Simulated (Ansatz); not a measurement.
# F6S: the cost of one run

Program: Ansatz 0.2.0, Gaussian basis. Level of theory: the settings change from run to run. These are calculated values, not measurements.

## (1) The molecule

The structure was relaxed beforehand with PBE0-D4 in a triple-zeta def2 set.

SMILES `FS(F)(F)(F)(F)F`, 7 atoms, charge 0, spin multiplicity 1.

Atoms are counted from 1 here; the program's logs count them from 0.

Bond lengths: F1–S2 1.565 Å, S2–F3 1.565 Å, S2–F4 1.565 Å, S2–F5 1.565 Å, S2–F6 1.565 Å, S2–F7 1.565 Å. Angles: F1–S2–F3 90.0°, F1–S2–F4 90.0°, F1–S2–F5 180.0°, F1–S2–F6 90.0°, F1–S2–F7 90.0°, F3–S2–F4 180.0°, F3–S2–F5 90.0°, F3–S2–F6 90.0°, F3–S2–F7 90.0°, F4–S2–F5 90.0°, F4–S2–F6 90.0°, F4–S2–F7 90.0°, F5–S2–F6 90.0°, F5–S2–F7 90.0°, F6–S2–F7 180.0°.

## (2) wB97M-V/def2-TZVP

This run has density fitting with def2-universal-jkfit, a grid of angular degree 11.

in.yaml reads:

```yaml
crystal:
  periodic: [false, false, false]
  atoms:
    - {symbol: F, position_ang: [-0.566043, -1.308394, 0.646139]}
    - {symbol: S, position_ang: [-0.000000, 0.000004, -0.000000]}
    - {symbol: F, position_ang: [1.164639, 0.012533, 1.045590]}
    - {symbol: F, position_ang: [-1.164597, -0.012545, -1.045637]}
    - {symbol: F, position_ang: [0.565994, 1.308430, -0.646119]}
    - {symbol: F, position_ang: [-0.879255, 0.858880, 0.969041]}
    - {symbol: F, position_ang: [0.879262, -0.858899, -0.969014]}
basis:
  gaussian: {orbitals: def2-TZVP, fitting: {mean_field: def2-universal-jkfit}, final_grid: {core_spheres: 5, valence_spheres: 4, degree: 11}}
hamiltonian: {xc: {name: wB97M-V}}
```

The run is started by

```
$ ansatz run in.yaml --threads 4 --pin off --events-out ev --progress --plain --max-ram 10444MiB
```

**Question.** How long does this run take on 4 threads of Intel Xeon at 2.70GHz, shared host, and how much memory does it need?

About 3.9 s, with a peak of 0.62 GiB.
